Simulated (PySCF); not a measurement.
Species: C3H9N2 (charge +1).
Geometry (GFN2-xTB, Å), atoms numbered from 1 in this order:
```xyz
14
C3H9N2 angstrom
C      2.3137    0.0234   -0.2047
N      1.2595   -0.3674   -1.0690
C      0.0442   -0.3205   -0.8156
C     -0.6392    0.1614    0.4712
N     -2.1190    0.0389    0.3418
H      2.9720   -0.8384   -0.0908
H      2.0131    0.3953    0.7793
H      2.8935    0.7846   -0.7278
H     -0.6315   -0.6607   -1.5936
H     -0.3808    1.2058    0.6621
H     -0.3030   -0.4409    1.3184
H     -2.3743   -0.9426    0.1641
H     -2.4492    0.6057   -0.4519
H     -2.5998    0.3550    1.1946
```

PySCF, density fitting, gas phase, GFN2-xTB geometry. The standard run uses grid level 2 after a coarse-grid start, the def2-universal JK fitting basis (with tight functions added where the orbital basis needs them), an energy threshold of 1e-9 Eh and DIIS. The changed runs have no coarse-grid stage.

Task: Standard PBE0/pcSseg-1: E = -228.647987 Eh, HOMO -11.225 eV, LUMO -5.014 eV, 13 cycles (coarse-grid cycles included). What changes at PBE0/pcSseg-1 with: start guess huckel, energy threshold 1e-11 Eh?

Result: E = -228.647987 Eh (0.000 mEh), HOMO -11.225 eV (0.000), LUMO -5.014 eV (0.000), 16 SCF cycles. The result matches the standard run within 0.02 mEh and 0.003 eV; such settings steer the iterations and don't enter the energy expression.

The cycles:
```
cycle   1  E = -222.4829866785  dE =  3.152e+00  |g| = 4.732e+00  |ddm| = 5.645e+00
cycle   2  E = -191.6910078523  dE =  3.079e+01  |g| = 8.505e+00  |ddm| = 2.873e+01
cycle   3  E = -217.8301086091  dE = -2.614e+01  |g| = 3.828e+00  |ddm| = 3.068e+01
cycle   4  E = -210.4851153216  dE =  7.345e+00  |g| = 6.300e+00  |ddm| = 1.530e+01
cycle   5  E = -228.2177193864  dE = -1.773e+01  |g| = 1.215e+00  |ddm| = 9.676e+00
cycle   6  E = -228.4580147255  dE = -2.403e-01  |g| = 8.267e-01  |ddm| = 9.306e-01
cycle   7  E = -228.5904732877  dE = -1.325e-01  |g| = 4.228e-01  |ddm| = 6.427e-01
cycle   8  E = -228.6446383297  dE = -5.417e-02  |g| = 1.116e-01  |ddm| = 6.017e-01
cycle   9  E = -228.6477090315  dE = -3.071e-03  |g| = 3.417e-02  |ddm| = 1.516e-01
cycle  10  E = -228.6479460996  dE = -2.371e-04  |g| = 1.332e-02  |ddm| = 3.651e-02
cycle  11  E = -228.6479859375  dE = -3.984e-05  |g| = 1.828e-03  |ddm| = 1.179e-02
cycle  12  E = -228.6479866982  dE = -7.607e-07  |g| = 4.884e-04  |ddm| = 1.928e-03
cycle  13  E = -228.6479867470  dE = -4.881e-08  |g| = 9.900e-05  |ddm| = 3.802e-04
cycle  14  E = -228.6479867490  dE = -1.964e-09  |g| = 4.023e-05  |ddm| = 1.489e-04
cycle  15  E = -228.6479867493  dE = -3.652e-10  |g| = 3.561e-06  |ddm| = 3.243e-05
cycle  16  E = -228.6479867493  dE = -3.126e-12  |g| = 7.811e-07  |ddm| = 6.354e-06
```
